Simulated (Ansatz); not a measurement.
# InCl2F: a spread of methods and bases

How do the results and run time of InCl2F respond when the settings are drawn wide?

Computed with Ansatz 0.2.0, Gaussian basis. Level: the settings change from run to run.

1 further run of the same task is left out (set aside as unsound or not needed).

## 1. The molecule

The structure was relaxed beforehand with r2SCAN-D4/def2-SVP. In takes a core potential in def2 sets; no spin-orbit term is included.

4 atoms, charge 0, spin multiplicity 1.

Atoms are counted from 1 here; the program's logs count them from 0.

Bond lengths: In1–Cl2 2.319 Å, In1–Cl3 2.319 Å, In1–F4 1.943 Å. Angles: Cl2–In1–Cl3 123.1°, Cl2–In1–F4 118.4°, Cl3–In1–F4 118.4°.

As a file:

```csv
atom,x (Å),y (Å),z (Å)
In1,-0.0338,-0.0570,0.0002
Cl2,2.2833,-0.1483,0.0140
Cl3,-1.2236,1.9334,-0.0165
F4,-1.0258,-1.7281,0.0023
```

## 2. CAM-B3LYP/def2-TZVP

This run has unrestricted orbitals, D3(BJ) dispersion.

File in.yaml:

```yaml
crystal:
  periodic: [false, false, false]
  atoms:
    - {symbol: In, position_ang: [-0.033841, -0.057008, 0.000195]}
    - {symbol: Cl, position_ang: [2.283292, -0.148272, 0.013999]}
    - {symbol: Cl, position_ang: [-1.223616, 1.933415, -0.016488]}
    - {symbol: F, position_ang: [-1.025835, -1.728135, 0.002293]}
basis:
  gaussian: {orbitals: def2-TZVP}
magnetization: {spin_polarized: true, initial_magnetization: 0}
hamiltonian: {xc: {name: CAM-B3LYP}, dispersion: d3bj}
scf: {omitted_lower_state_checks: [starts]}
```

The run is started by

```sh
$ ansatz run in.yaml --threads 4 --pin off --events-out ev --progress --plain --max-ram 3916MiB
```

Standard output:

```text
Functional definition: CAM-B3LYP
  name "CAM-B3LYP"
  cite "Yanai, Tew & Handy, Chem. Phys. Lett. 393, 51 (2004) doi:10.1016/j.cplett.2004.06.011"
  cite "Iikura, Tsuneda, Yanai & Hirao, J. Chem. Phys. 115, 3540 (2001) doi:10.1063/1.1383587"
  cite "Becke, Phys. Rev. A 38, 3098 (1988) doi:10.1103/PhysRevA.38.3098"
  cite "Lee, Yang & Parr, Phys. Rev. B 37, 785 (1988) doi:10.1103/PhysRevB.37.785"
  cite "Vosko, Wilk & Nusair, Can. J. Phys. 58, 1200 (1980) doi:10.1139/p80-159"
  parameter alpha = 0.19
  parameter beta = 0.46
  parameter omega = 0.33/bohr
  parameter ac = 0.81
  # Exact exchange under (alpha + beta erf(omega r))/r, Becke's under what is left of 1/r.
  exchange = (1 - alpha - beta)*b88_x + beta*b88_x_sr(omega) + alpha*exact_x + beta*exact_x_lr(omega)
  correlation = (1 - ac)*vwn5_c + ac*lyp_c
these checks for a lower state are left out or cut short: starts
1147 factors; their error is unknown
234 factors; integrals over basis functions are off by at most 2.8e-5 eV
mean field evaluation 1: about -32937.4268 eV, gradient 3.3e1 eV
mean field evaluation 2: about -32930.9925 eV, gradient 5.9e1 eV
mean field evaluation 4: about -32941.0914 eV, gradient 1.7e0 eV
mean field evaluation 8: about -32941.0998 eV, gradient 1.7e-2 eV
mean field evaluation 16: about -32941.1960 eV, gradient 2.3e-5 eV
mean field -32941.19595845 eV, -1210.5666231285 hartree, gradient 5.6e-6 eV, S^2 0.000000; 0 other end points of the search recorded, 0 dependent functions left out
reference -32941.19609247 eV, -1210.5666280536 hartree; 32, 32 occupied and 123, 123 virtual orbitals, 1147 factors
Total energy: -32941.29106450 eV, -1210.5701182112 hartree
Checks for a lower state left out: starts
```

It took 4.1 s on 4 threads of Intel Xeon at 2.70GHz, shared host; peak memory 0.61 GiB.

⟨S²⟩ 0.000.

## 3. PBE-QIDH/def2-mTZVP

This run has atoms shaken by 0.08 Å, relativity set to none.

File in.yaml:

```yaml
crystal:
  periodic: [false, false, false]
  atoms:
    - {symbol: In, position_ang: [0.033418, -0.065977, -0.031417]}
    - {symbol: Cl, position_ang: [2.245880, -0.094203, -0.093925]}
    - {symbol: Cl, position_ang: [-1.166281, 2.086659, 0.036236]}
    - {symbol: F, position_ang: [-0.953765, -1.766002, 0.077229]}
basis:
  gaussian: {orbitals: def2-mTZVP}
hamiltonian: {xc: {name: PBE-QIDH}, pseudopotentials: {relativity: none}}
scf: {omitted_lower_state_checks: [starts]}
```

Launched as before.

Standard output:

```text
Functional definition: PBE-QIDH
  name "PBE-QIDH"
  cite "Brémond, Sancho-García, Pérez-Jiménez & Adamo, J. Chem. Phys. 141, 031101 (2014) doi:10.1063/1.4890314"
  cite "Perdew, Burke & Ernzerhof, Phys. Rev. Lett. 77, 3865 (1996) doi:10.1103/PhysRevLett.77.3865"
  parameter a = 3^(-1/3)
  parameter c = 1/3
  exchange = (1 - a)*pbe_x + a*exact_x
  correlation = (1 - c)*pbe_c + c*(mp2_os + mp2_ss)
these checks for a lower state are left out or cut short: starts
951 factors; integrals over basis functions are off by at most 4.5e-4 eV
mean field evaluation 1: about -32907.4657 eV, gradient 4.0e1 eV
mean field evaluation 2: about -32907.5771 eV, gradient 4.0e1 eV
mean field evaluation 4: about -32910.5129 eV, gradient 3.1e0 eV
mean field evaluation 8: about -32910.5528 eV, gradient 1.7e-1 eV
mean field evaluation 16: about -32910.5529 eV, gradient 2.3e-4 eV
mean field -32910.55290070 eV, -1209.4405115266 hartree, gradient 5.1e-6 eV, S^2 0.000000; 0 other end points of the search recorded, 0 dependent functions left out
15 core orbitals not correlated: weight in the atoms' cores, before any rotation towards them, 1.000 or more for the frozen orbitals, at most 0.000 for the correlated occupied ones
reference -32910.55291528 eV, -1209.4405120624 hartree; 17, 17 occupied and 67, 67 virtual orbitals, 951 factors
second order -18.30911039 eV of doubles, -0.00000000 eV of singles
Total energy: -32916.65595207 eV, -1209.6647945279 hartree
Checks for a lower state left out: starts
```

It took 2.3 s on 4 threads of Intel Xeon at 2.70GHz, shared host.

## 4. PBE0/def2-TZVP

This run has D3(BJ) with three-body dispersion.

File in.yaml:

```yaml
crystal:
  periodic: [false, false, false]
  atoms:
    - {symbol: In, position_ang: [-0.033841, -0.057008, 0.000195]}
    - {symbol: Cl, position_ang: [2.283292, -0.148272, 0.013999]}
    - {symbol: Cl, position_ang: [-1.223616, 1.933415, -0.016488]}
    - {symbol: F, position_ang: [-1.025835, -1.728135, 0.002293]}
basis:
  gaussian: {orbitals: def2-TZVP}
hamiltonian: {xc: {name: PBE0}, dispersion: d3bjatm}
scf: {omitted_lower_state_checks: [starts]}
```

The command is unchanged.

Standard output:

```text
Functional definition: PBE0
  name "PBE0"
  cite "Adamo & Barone, J. Chem. Phys. 110, 6158 (1999) doi:10.1063/1.478522"
  cite "Perdew, Burke & Ernzerhof, Phys. Rev. Lett. 77, 3865 (1996) doi:10.1103/PhysRevLett.77.3865"
  parent pbe
  parameter a = 0.25
  parameter kappa = 0.804
  parameter beta = 0.06672455060314922
  exchange = (1 - a)*pbe_x(kappa = kappa, mu = beta*pi^2/3) + a*exact_x
  correlation = pbe_c(beta = beta)
these checks for a lower state are left out or cut short: starts
1173 factors; their error is unknown
mean field evaluation 1: about -32927.0403 eV, gradient 4.6e1 eV
mean field evaluation 2: about -32912.5102 eV, gradient 1.1e2 eV
mean field evaluation 4: about -32930.6210 eV, gradient 4.7e0 eV
mean field evaluation 8: about -32930.7893 eV, gradient 2.0e-1 eV
mean field evaluation 16: about -32930.7893 eV, gradient 2.2e-5 eV
mean field -32930.78930388 eV, -1210.1841856270 hartree, gradient 2.2e-5 eV, S^2 0.000000; 0 other end points of the search recorded, 0 dependent functions left out
reference -32930.78934522 eV, -1210.1841871463 hartree; 32, 32 occupied and 123, 123 virtual orbitals, 1173 factors
Total energy: -32930.87396950 eV, -1210.1872970310 hartree
Checks for a lower state left out: starts
```

Wall time 1.6 s (4 threads of Intel Xeon at 2.70GHz, shared host).

## 5. BHLYP/def2-SVPD

This run has unrestricted orbitals.

in.yaml: that of step 4 with these lines changed.

```diff
@@ -8,4 +8,5 @@
 basis:
-  gaussian: {orbitals: def2-TZVP}
-hamiltonian: {xc: {name: PBE0}, dispersion: d3bjatm}
+  gaussian: {orbitals: def2-SVPD}
+magnetization: {spin_polarized: true, initial_magnetization: 0}
+hamiltonian: {xc: {name: BHLYP}}
 scf: {omitted_lower_state_checks: [starts]}
```

Launched as before.

Standard output:

```text
Functional definition: BHLYP
  name "BHLYP"
  cite "Becke, J. Chem. Phys. 98, 1372 (1993) doi:10.1063/1.464304"
  cite "Becke, Phys. Rev. A 38, 3098 (1988) doi:10.1103/PhysRevA.38.3098"
  cite "Lee, Yang & Parr, Phys. Rev. B 37, 785 (1988) doi:10.1103/PhysRevB.37.785"
  parameter a = 0.5
  exchange = (1 - a)*b88_x + a*exact_x
  correlation = lyp_c
these checks for a lower state are left out or cut short: starts
1137 factors; integrals over basis functions are off by at most 2.4e-4 eV
mean field evaluation 1: about -32923.3728 eV, gradient 2.9e1 eV
mean field evaluation 2: about -32919.9934 eV, gradient 4.5e1 eV
mean field evaluation 4: about -32926.7157 eV, gradient 1.1e0 eV
mean field evaluation 8: about -32926.7775 eV, gradient 1.7e-2 eV
mean field evaluation 16: about -32926.7775 eV, gradient 2.9e-5 eV
mean field -32926.77753339 eV, -1210.0367557806 hartree, gradient 2.9e-5 eV, S^2 0.000000; 0 other end points of the search recorded, 0 dependent functions left out
reference -32926.77770439 eV, -1210.0367620648 hartree; 32, 32 occupied and 77, 77 virtual orbitals, 1137 factors
Total energy: -32926.77770439 eV, -1210.0367620648 hartree
Checks for a lower state left out: starts
```

Wall time 2.6 s (4 threads of Intel Xeon at 2.70GHz, shared host).

⟨S²⟩ 0.000.

## 6. All runs side by side

```csv
level,charge,multiplicity,geometry,functions,energy (eV),time
CAM-B3LYP/def2-TZVP,0,1,relaxed,155,-32941.291,4.1 s
PBE-QIDH/def2-mTZVP,0,1,shaken,99,-32916.656,2.3 s
PBE0/def2-TZVP,0,1,relaxed,155,-32930.874,1.6 s
BHLYP/def2-SVPD,0,1,relaxed,109,-32926.778,2.6 s
```

## 7. Summary of results

| quantity | value |
| --- | --- |
| runs | 4 |
| quickest | PBE0/def2-TZVP, 1.6 s |
| slowest | CAM-B3LYP/def2-TZVP, 4.1 s |
| spread of total energies, same state and geometry | 14.5 eV |

CAM-B3LYP/def2-TZVP took 3 times as long as PBE0/def2-TZVP. The jobs differ in tasks and options as well as level. The totals spread over 15 eV; they can't be compared across methods or bases.
